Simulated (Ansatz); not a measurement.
## GeS (Pnma, No. 62): smallest direct gap on the k points sampled by level of theory

No measured value is used here.

| level (code) | value (eV) | cell (Å³/atom) |
|---|---|---|
| HSE06 (Ansatz) | [?] | 21.75 |
| PBE0 (Ansatz) | 2.38 | 21.86 |
| G0W0@PBEsol (Ansatz) | 1.62 | 20.48 |

Problem. Fill in the missing entries.

Solution. 
- HSE06 (Ansatz, a quantum-chemistry and plane-wave program), value (eV): 1.71

Computed values are for a static lattice. Levels without +SOC have no spin–orbit coupling; where heavier elements are present it shifts gaps, mostly down, and can invert bands.  G0W0@PBEsol: filled d or f shells below the valence bands can shift G0W0 gaps through exchange with them, which wasn't tested here. Values are at the level's own equilibrium cell; G0W0@PBEsol at the measured cell. K meshes differ between the levels. Ansatz's density-functional and Hartree–Fock values are scalar-relativistic unless marked +SOC, with PAW data made under PBE.
